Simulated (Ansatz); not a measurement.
## Pulling the pair apart

The pair of H$_{3}$O⁺ (SMILES [OH3+], atoms 1–4) and SiH$_{3}$F (SMILES [SiH3]F, atoms 5–9), both closed shells, in one local arrangement (a lower one may exist), relaxed at PBE0-D4/def2-TZVP:

O1  (1.246, -0.358, -1.714)
H2  (2.199, -0.200, -1.613)
H3  (0.709, -0.304, -0.811)
H4  (1.079, -1.170, -2.221)
Si5  (-1.135, 0.459, 1.349)
F6  (0.032, -0.248, 0.350)
H7  (-0.509, 1.718, 1.787)
H8  (-1.326, -0.539, 2.413)
H9  (-2.296, 0.641, 0.460)
(Å)

SiH$_{3}$F is shifted rigidly along the line between the mean atom positions of the two fragments (negative: closer). Counterpoise interaction energies in kJ/mol. Computed with Ansatz 0.2.0 (basis: def2-TZVPPD); correlated methods freeze the cores.

| shift (Å) | HF | PBE0-D4 | PBE-D4 |
| --- | --- | --- | --- |
| -0.13 | -108.2 | -120.5 | -114.9 |
| -0.07 | -114.9 | -126.3 | -121.9 |
| 0.00 | -117.7 | -128.1 | -124.6 |
| 0.07 | -117.7 | -127.0 | -124.2 |
| 0.16 | -114.7 | -122.4 | -120.5 |
| 0.34 | -104.6 | -109.3 | -108.2 |
| 0.67 | -82.0 | -82.6 | -82.0 |
| 1.34 | -50.5 | -48.0 | -46.9 |

Task: What does CCSD(T) give at these shifts? (To be estimated.)

Result: Computed: -110.7, -117.6, -120.3, -120.2, -116.7, -105.4, -80.9, -48.0 kJ/mol. For zero shift, CCSD(T) at an estimated basis limit (MP2 extrapolated from triple and quadruple zeta, plus CCSD(T) − MP2 in triple zeta) gives -123.9 kJ/mol. These are counterpoise interaction energies, counted from the two frozen fragments.

No T1 diagnostic of these runs exceeds 0.011.

For scale, one of the runs: CCSD(T)/def2-TZVPPD, 230 basis functions, launched by `ansatz run in.yaml --threads 4 --pin off --events-out ev --progress --plain --max-ram 9574MiB`. The run took 50 s on 4 CPU threads of an Arm Neoverse V2 (shared host), with 3.9 GiB of host memory at its peak.
